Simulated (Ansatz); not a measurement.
A made-up structure of C$_{2}$H$_{6}$N (charge +1), singlet:

C1  (-0.679, 0.661, -0.944)
N2  (0.496, -0.762, 0.641)
C3  (0.012, 0.504, 0.107)
H4  (-0.961, -0.204, -1.536)
H5  (-0.983, 1.659, -1.244)
H6  (0.272, 1.368, 0.663)
H7  (0.190, -1.526, 0.037)
H8  (1.515, -0.729, 0.684)
H9  (0.124, -0.881, 1.583)
(Å)

It is relaxed with PBE-D4/def2-SVP and then PBE0-D4/def2-TZVP (Ansatz 0.2.0). Atoms count as bonded within 1.22 times the sum of their covalent radii (H–H: 0.88 Å). The end point is not checked to be a true minimum.

Task: Does its bonding change? (A judgement: the text doesn't fix the answer.)

Result: By the calculation: No: no bond forms or breaks.

Where it ends: The first stage lowers the energy by 0.33 eV in 5 steps. It ends as C₂H₆N ([CH2][CH][NH3]), total charge +1:
C1  (-0.692, 0.649, -0.965)
N2  (0.492, -0.735, 0.639)
C3  (0.023, 0.569, 0.134)
H4  (-0.976, -0.216, -1.557)
H5  (-1.024, 1.619, -1.314)
H6  (0.331, 1.398, 0.757)
H7  (0.184, -1.497, 0.029)
H8  (1.515, -0.772, 0.691)
H9  (0.133, -0.925, 1.580)
(Å)

Labels in which every atom is bracketed show which atoms are joined, not bond orders.

For scale, one of the runs: PBE0-D4/def2-TZVP relaxation, 129 basis functions, launched by `ansatz run in.yaml --threads 2 --pin off --events-out ev --progress --plain --max-ram 4352MiB`. The run took about 10 s on 2 CPU threads of an Arm Neoverse V2 (shared host).
